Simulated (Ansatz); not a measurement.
C3H4N2 can be A, `NC1=C=CN1`, or B, `CC(=N)C#N`.

Computed with Ansatz on PBE0-D4/def2-TZVP structures; ΔE is electronic, products minus reactants. CBS: MP2 limit from def2 TZ/QZ plus the TZ coupled-cluster correction, frozen cores. Functionals use def2-TZVPP. Each species was taken in one conformer, which may not be the lowest.

A:

Z-matrix (Å, degrees):
```
C
C 1 1.439
C 1 1.722 2 50.4
N 1 1.319 2 130.7 3 -144.4
N 1 1.421 2 103.2 3 19.5
H 3 1.088 1 156.5 2 -122.3
H 4 1.005 1 122.4 2 169.0
H 4 1.006 1 118.2 2 -12.0
H 5 1.028 1 112.7 2 -128.6
```

B:

```xyz
9

C     0.2798    0.9202    0.2913
C    -0.1289   -0.4013   -0.2820
N    -0.2759   -0.7164   -1.4988
C    -0.3830   -1.4338    0.7057
N    -0.5678   -2.2045    1.5389
H     1.1885    0.8084    0.8882
H     0.4568    1.6441   -0.5045
H    -0.4981    1.2989    0.9592
H    -0.0714    0.0843   -2.0979
```

(1) Which is lower in electronic energy at CCSD(T)/CBS, and by how much? (An estimate is asked.)

(2) Give E(B) − E(A) in kcal/mol with B2PLYP, PBE-D4, PBE0-D4, CCSD(T)/def2-TZVPP, LDA (SPW92), HF/def2-TZVPP, CCSD(T)/def2-SVP. (Best estimate.)

(3) Does the order hold for the free energy at 298.15 K (harmonic terms from PBE0-D4)? (Estimate.)

Largest T1 diagnostic: 0.014.

Answers

(1) The calculation gave: B, by 83.2 kcal/mol.

(2) Computed: B2PLYP -85.7, PBE-D4 -75.8, PBE0-D4 -75.4, CCSD(T)/def2-TZVPP -86.0, LDA (SPW92) -66.9, HF/def2-TZVPP -88.5, CCSD(T)/def2-SVP -91.3. None reverses the order clearly.

(3) Ansatz gave: Yes: G(B) − G(A) = -84.1 kcal/mol, for one conformer each.

From r2SCAN to r2SCAN0 (25 % exact exchange), in def2-TZVPP and without D4, E(B) − E(A) moves by +1.3 kcal/mol. In def2-TZVPP, CCSD(T) changes the Hartree–Fock value by +2.5 kcal/mol (the triples alone add +1.1 kcal/mol) and MP2 by +2.5 kcal/mol.
